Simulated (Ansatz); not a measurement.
C4H9N, SMILES CN=C(C)C, a single point in a Gaussian basis

Program: the Python package of Ansatz (0.2.0).

`c4h9n.xyz`
```text
14

C    -1.59710    0.98700    0.55390
N    -0.48250    0.31650    1.04050
C     0.29450   -0.21490    0.17470
C     0.23090   -0.15150   -1.31350
C     1.54340   -0.94580    0.69910
H    -2.34410    0.36980    0.04000
H    -2.14940    1.48230    1.39210
H    -1.32850    1.86400   -0.14030
H     0.91980   -0.76100   -1.75810
H    -0.82670   -0.53990   -1.56780
H     0.25890    0.86950   -1.63320
H     1.53400   -1.97230    0.40240
H     2.39490   -0.43290    0.31190
H     1.53900   -0.90010    1.82710
```

`energy.py`
```python
'''Electronic structure of the C4H9N molecule.'''

from pathlib import Path

import ansatz as az
import numpy as np
import pandas as pd

geometry = az.Crystal.molecule_from_extxyz('c4h9n.xyz')

model = (
    geometry.calculation()
    .basis(gaussian='cc-pVDZ')
    .functional('PBE0')
    .forces()
    .orbitals()
)
out = model.run(threads=1, pin='off', runs_dir='c4h9n_runs')
data = out.report

print(f'E = {data["free_energy_ev"]:.6f} eV = {data["free_energy_ev"] / 27.211386246:.7f} Ha')
print('converged:', data['converged'], ' doubts:', data['published_state_doubts'] or 'none')

state = data['mean_field']['state']
print(f'mean field: {state["energy"]["hartree"]:.7f} Ha, <S^2> = {abs(state["spin_squared"]):.4f}, stability: {state.get("stability", {}).get("kind")}')

symbols = [site.symbol for site in geometry.cartesian_sites]
print('forces (eV/A)')
for symbol, f in zip(symbols, data['forces_ev_ang']):
    print(f'  {symbol:2s} {f[0]:9.4f} {f[1]:9.4f} {f[2]:9.4f}')

charges = data['charge_distribution']
table = pd.DataFrame({'atom': symbols, 'mulliken': charges['mulliken_charges_e'], 'lowdin': charges['lowdin_charges_e']})
print(table.round(3).to_string())
print('dipole (e A):', np.round(charges['dipole_moment_e_ang'], 4) + 0.0)

lines = Path(data['orbitals_path']).read_text().splitlines()
field_of = lambda key: [line.split('=')[1].strip() for line in lines if line.startswith(key)]
orbitals = [(27.211386 * float(e), s, float(n)) for e, s, n in zip(field_of('Ene='), field_of('Spin='), field_of('Occup='))]
homo = max(e for e, _, n in orbitals if n > 0.5)
lumo = min(e for e, _, n in orbitals if n < 0.5)
print(f'HOMO {homo:.3f} eV, LUMO {lumo:.3f} eV, gap {lumo - homo:.3f} eV')
```

```console
$ python energy.py
E = -5777.287364 eV = -212.3113946 Ha
converged: True  doubts: none
mean field: -212.3113946 Ha, <S^2> = 0.0000, stability: minimum
forces (eV/A)
  C    -1.5433    2.9300   -0.3215
  N     1.3603   -1.3252   -0.2012
  C     1.7746   -0.5444    1.3378
  C    -4.5602    0.2606    1.6313
  C    -2.0332    1.1522    1.7581
  H    -0.0414   -0.3117   -0.2944
  H     0.2246   -0.3023   -0.3219
  H    -0.3069   -0.9674    0.4743
  H     2.2136   -1.6443   -1.4782
  H     1.3058    0.5220   -0.1157
  H     0.1670    0.9941   -0.5816
  H     0.1552   -1.1079   -0.4891
  H     1.2032    0.3440   -0.4257
  H     0.0804    0.0002   -0.9723
   atom  mulliken  lowdin
0     C    -0.026  -0.090
1     N    -0.223   0.165
2     C    -0.160  -0.240
3     C    -0.005   0.033
4     C    -0.020   0.012
5     H     0.041  -0.001
6     H     0.044   0.003
7     H     0.032   0.011
8     H     0.027  -0.011
9     H     0.067   0.051
10    H     0.067   0.023
11    H     0.050   0.009
12    H     0.051   0.010
13    H     0.056   0.027
dipole (e A): [ 0.0523 -0.0493 -0.4109]
HOMO -6.720 eV, LUMO 0.366 eV, gap 7.086 eV
```

Reading the output:
- Total energies depend on the basis set; only differences at equal settings carry meaning.
- The geometry is a force-field or estimated start, not a minimum of this method, and the basis set is short of its limit.
- The Löwdin charges here are taken after orthogonalising the functions within each atom; they differ from plain Löwdin charges, and their signs can be unphysical.
- Levels such as HOMO and LUMO are orbital energies: with these approximate functionals they aren't the ionisation energy and electron affinity, and their gap isn't the fundamental gap.
- Hardware and time: 6.3 s on 1 thread of Arm Neoverse V1 (shared host), peak memory 0.33 GiB.
